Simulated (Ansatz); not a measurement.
The input, for Ansatz 0.2.0:

```yaml
crystal:
  periodic: [false, false, false]
  atoms:
    - {symbol: B, position_ang: [0.000000, 0.000000, 0.000000]}
    - {symbol: Cl, position_ang: [0.000000, 0.000000, 1.696600]}
basis:
  gaussian: {orbitals: 6-31G}
magnetization: {spin_polarized: false, initial_magnetization: 2}
hamiltonian: {pseudopotentials: {relativity: none}}
correlation: {method: ccsd_t, electrons: outside_noble_gas}
scf: {lower_state_search: full}
```

```sh
$ ansatz run in.yaml --threads 1 --pin off --events-out ev --progress --plain --max-ram 2393MiB
```

Output:

```
266 factors; integrals over basis functions are off by at most 1.6e-4 eV
mean field evaluation 1: about -13169.3703 eV, gradient 9.9e0 eV
mean field evaluation 2: about -13169.4535 eV, gradient 1.0e1 eV
mean field evaluation 4: about -13170.7980 eV, gradient 1.2e0 eV
mean field evaluation 8: about -13170.8317 eV, gradient 7.9e-5 eV
mean field evaluation 16: about -13169.3700 eV, gradient 9.9e0 eV
mean field evaluation 32: about -13170.8317 eV, gradient 6.5e-6 eV
mean field evaluation 64: about -13170.8317 eV, gradient 1.7e-5 eV
mean field evaluation 96: about -13170.8317 eV, gradient 2.6e-6 eV
mean field evaluation 128: about -13170.8317 eV, gradient 1.5e-6 eV
mean field -13170.83174492 eV, -484.0191391153 hartree, gradient 1.4e-6 eV, S^2 2.000000; 7 other end points of the search recorded, 0 dependent functions left out
mean field evaluation 160: about -13170.8655 eV, gradient 4.7e-1 eV
6 core orbitals not correlated: weight in the atoms' cores, before any rotation towards them, 1.000 or more for the frozen orbitals, at most 0.000 for the correlated occupied ones
reference -13170.83174492 eV, -484.0191391153 hartree; 6, 4 occupied and 10, 12 virtual orbitals, 266 factors
second order -1.66377038 eV of doubles, -0.02130449 eV of singles
cycle   1  -1.87183677 eV  change   -1.9e-1 eV  update   6.1e-2
cycle   2  -1.98409481 eV  change   -1.1e-1 eV  update   2.3e-2
cycle   3  -2.01742369 eV  change   -3.3e-2 eV  update   1.2e-2
cycle   4  -2.01758433 eV  change   -1.6e-4 eV  update   3.7e-3
cycle   5  -2.01761295 eV  change   -2.9e-5 eV  update   1.3e-3
cycle   6  -2.01777654 eV  change   -1.6e-4 eV  update   5.7e-4
cycle   7  -2.01791749 eV  change   -1.4e-4 eV  update   2.8e-4
cycle   8  -2.01800700 eV  change   -9.0e-5 eV  update   8.6e-5
cycle   9  -2.01799116 eV  change    1.6e-5 eV  update   2.9e-5
cycle  10  -2.01798843 eV  change    2.7e-6 eV  update   1.0e-5
perturbative correction -0.05720523 eV, -0.0021022534 hartree
Total energy: -13172.90693858 eV, -484.0954010756 hartree
```

Ran on 1 thread of Arm Neoverse V2, shared host: 0.39 s wall, 0.13 GiB peak host memory.
